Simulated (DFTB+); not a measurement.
DFTB+ input (SCC-DFTB): The folder sk holds the Slater-Koster set scc that CP2K ships.

```
Geometry = xyzFormat {
3

C      0.00728032     0.00031015     0.17491065
H     -0.01040746     0.86106198    -0.52673636
H     -0.03327446    -0.86292291    -0.52272756
}
Driver = GeometryOptimization {
  Optimizer = Rational {}
  MaxSteps = 500
  OutputPrefix = "geo_end"
  Convergence { GradElem = 1e-5 }
}
Hamiltonian = DFTB {
  SCC = Yes
  SCCTolerance = 1e-8
  MaxSCCIterations = 300
  Charge = 0
  SlaterKosterFiles = Type2FileNames {
    Prefix = "sk/"
    Separator = ""
    Suffix = ".spl"
    LowerCaseTypeName = Yes
  }
  MaxAngularMomentum {
    C = "p"
    H = "s"
  }
  Filling = Fermi { Temperature [K] = 0 }
}
ParserOptions { ParserVersion = 14 }
```

From the last part of the output:

```
    1   2   1   1       0.00274542  p_x
    2   1   0   0       0.93160640  s
    3   1   0   0       0.93160641  s

Fermi level:                        -0.2174695714 H           -5.9176 eV
Band energy:                        -2.2660007564 H          -61.6610 eV
TS:                                  0.0000000000 H            0.0000 eV
Band free energy (E-TS):            -2.2660007564 H          -61.6610 eV
Extrapolated E(0K):                 -2.2660007564 H          -61.6610 eV
Input / Output electrons (q):      6.0000000000      6.0000000000

Energy H0:                          -2.2982907875 H          -62.5397 eV
Energy SCC:                          0.0009259917 H            0.0252 eV
Total Electronic energy:            -2.2973647958 H          -62.5145 eV
Repulsive energy:                   -0.0016823213 H           -0.0458 eV
Total energy:                       -2.2990471171 H          -62.5603 eV
Extrapolated to 0:                  -2.2990471171 H          -62.5603 eV
Total Mermin free energy:           -2.2990471171 H          -62.5603 eV
Force related energy:               -2.2990471171 H          -62.5603 eV

Non-constrained calculation

SCC converged

Full geometry written in geo_end.{xyz|gen}

Dipole moment:   -0.00770324   -0.00032825   -0.18515544 au
Dipole moment:   -0.01957970   -0.00083434   -0.47061823 Debye

Geometry converged
```
